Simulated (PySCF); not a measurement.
Atom-mapped SMILES (the numbers label the heavy atoms): `[O:1]=[CH:2][SiH3:3]`. Each H is labelled by its parent atom.

Theoretical values (PySCF 2.14.0 with density-fitted response routines): coordinates at the PBE0-D3(BJ)/def2-SVP level, NMR shieldings at PBE0/pcSseg-1/GIAO. One averaged value for each set of equivalent atoms, no solvent, one conformer, non-relativistic.

Shifts are taken against calculated references (same method and geometry level): ¹³C and ¹H and ²⁹Si against TMS; ¹⁷O against H2O.

| atoms | nucleus | count | δ (ppm) |
| --- | --- | --- | --- |
| C2 | ¹³C | 1 | ? |
| Si3 | ²⁹Si | 1 | -90.7 |
| H(C2) | ¹H | 1 | 12.11 |
| H(Si3) | ¹H | 3 | 3.96 |
| O1 | ¹⁷O | 1 | ? |

Task: Estimate the values marked ?.

Result: 
- C2: 239.9 ppm, carbonyl carbon
- O1: 974.2 ppm, carbonyl oxygen

Shifts are as computed. Against solution values, carbons near 30 ppm lie about +2 ppm off and those near 130 ppm about +5 ppm. Of 1211 compounds with measured shifts, 218 miss one by over three times the rms of a fit or turn the order of signals round; such compounds aren't used in these exercises. Unscaled 17O shifts of doubly bonded oxygen tend to come out too high, by tens of ppm or more. Experimental scales use liquid or dissolved standards, which lie at an offset from isolated H2O (liquid H2O: subtract about 36 ppm).
